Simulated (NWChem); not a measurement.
# nitrogen (N2)

SMILES: N#N
```xyz
2

N      0.0000     0.0000     0.5502
N      0.0000     0.0000    -0.5502
```
Charge 0, spin multiplicity 1.

Everything below was run with NWChem. Structure: optimised with B3LYP/def2-SVP, a minimum by its harmonic frequencies.

Symmetry labels belong to the abelian group D2h used in the runs, with the axes of the coordinates shown; states degenerate in a higher group split over its labels.

Q: List the lowest 3 singlet excitations that TD-CAM-B3LYP/aug-cc-pVDZ gives, with oscillator strengths.

A: 
| state | symmetry | energy (eV) | wavelength (nm) | f |
|---|---|---|---|---|
| 1 | au | 9.18 | 135 | 0.000 |
| 2 | b2g | 9.34 | 133 | 0.000 |
| 3 | b3g | 9.34 | 133 | 0.000 |
